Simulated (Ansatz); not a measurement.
Relaxation of CH$_{5}$AlO (8 atoms, charge 0, multiplicity 1), to a largest force component of 0.015 eV/Å in at most 40 steps.

Theory: Ansatz 0.2.0, RKS B3LYP-D4/cc-pVDZ.

```xyz
8
Properties=species:S:1:pos:R:3:forces:R:3
C -0.721 0.917 -0.035 -0.59 1.66 -0.66
Al 0.545 -0.489 -0.407 0.23 -1.17 0.15
O 0.444 -2.047 0.538 1.97 1.88 1.38
H -0.159 1.890 0.267 -0.89 -1.30 -0.34
H -1.459 0.632 0.741 0.24 0.22 0.02
H -1.348 1.188 -0.971 0.90 -0.27 1.10
H 1.697 -0.283 -1.521 -0.17 -0.15 0.22
H 1.094 -1.865 1.332 -1.69 -0.86 -1.86
```

Question: Where does it end, and by what steps?

Answer: The forces met the threshold. The force dipped under the threshold on the way, but the program's further checks kept it going. After 22 steps the energy has fallen by 0.584 eV; H8 moved furthest, 0.72 Å.

```tsv
step	energy less start (eV)	largest force component (eV/Å)	accepted
0	0.0000	1.974	yes
1	-0.2596	1.162	yes
2	-0.3650	0.438	yes
3	-0.4466	0.323	yes
4	-0.4500	2.176	yes
5	-0.4921	0.448	yes
6	-0.5679	0.189	yes
7	-0.5782	0.127	yes
8	-0.5823	0.044	yes
9	-0.5827	0.060	yes
10	-0.5830	0.004	yes
11	-0.5832	0.030	yes
12	-0.5831	0.081	no
13	-0.5834	0.020	yes
14	-0.5829	0.113	no
15	-0.5834	0.029	yes
16	-0.5819	0.087	no
17	-0.5836	0.019	yes
18	-0.5836	0.017	yes
19	-0.5837	0.020	yes
20	-0.5837	0.026	yes
21	-0.5837	0.024	yes
22	-0.5837	0.015	yes
```

```xyz
8
Properties=species:S:1:pos:R:3
C -0.783 0.988 -0.073
Al 0.598 -0.386 -0.252
O 0.532 -1.696 0.885
H -0.335 1.980 0.122
H -1.480 0.761 0.750
H -1.371 1.088 -1.004
H 1.753 -0.379 -1.350
H 1.178 -2.412 0.866
```

Whether the end is a true minimum wasn't checked by a vibrational analysis.

The run took 45 s on 1 thread of Arm Neoverse V2, on a shared host, peak memory 0.14 GiB.
